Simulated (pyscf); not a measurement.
Single points on ωB97X-D3(BJ)/def2-SVP structures (PySCF, gas phase).

Task: `[CH3][SnH2][CH3]` + `[H]` [doublet] -> `[CH3][SnH3]` + `[CH3]` [doublet]
Surface: doublet. Broken: C–Sn. Formed: H–Sn. Give ΔE‡ and ΔE from ωB97M-D3(BJ)/def2-TZVP, relative to the separated reactants.

Result: ΔE‡ = 0.40 eV, ΔE = -0.32 eV. Zero-point energy shifts the barrier by +0.05 eV. It is a substitution at Sn, with an imaginary mode of 485i cm⁻¹. Abstraction by the radical was not located in this set and often lies lower. One saddle was located; it need not be the lowest between these sides. The angle at the attacked Sn is 178°. Elements past Kr carry the def2 core potentials, without spin-orbit coupling.
